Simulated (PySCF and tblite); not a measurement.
3,3-dimethyl-1-butene, C6H12, numbered as in [CH2:1]=[CH:2][C:3]([CH3:4])([CH3:5])[CH3:6].

Free energies: PBE0-D3(BJ)/def2-TZVP (IEF-PCM, chloroform) on PBE0-D3(BJ)/def2-SVP structures plus GFN2-xTB thermal terms, symmetry and mirror images included. Conformers within 3 kcal/mol (GFN2-xTB free energy) were kept, 7 at most. GIAO shieldings: wB97X-D/pcSseg-1 (IEF-PCM, chloroform). Shifts are against TMS (¹H), TMS (¹³C) at the same level. Codes: tblite and PySCF.

Torsions listed: C1–C2–C3–C4.

```json
{"conformer": "1", "shape": "0°", "weight %": "100.0", "dipole D": "0.52"}
```

Problem. How do the computed shifts compare with measured ones?

Solution. 
```tsv
nucleus	signal	leading conformer	average	measured	medium
¹H	H2	6.19	6.19	5.85	CDCl3
¹H	H4/H5/H6	1.02	1.02	1.01	CDCl3
¹³C	C1	117.4	117.4	108.9	CDCl3
¹³C	C2	162.2	162.2	149.9	CDCl3
¹³C	C3	34.9	34.9	33.7	CDCl3
¹³C	C4/C5/C6	30.7	30.7	29.2	CDCl3
```

Measured values: Pretsch, Buehlmann, Badertscher, Structure Determination of Organic Compounds, 4th ed. (2009); Stadelmann, Balmer, Riniker, Ebert, PCCP 2022; The use of chemical shift calculations in the conformational analysis of substituted benzenes, New J. Chem. 2019 (ESI). Mean difference for ¹H: 0.18 ppm, scatter 0.17 ppm. Mean difference for ¹³C: 5.87 ppm, scatter 4.72 ppm. The computed shifts are unscaled and lack vibrational corrections.
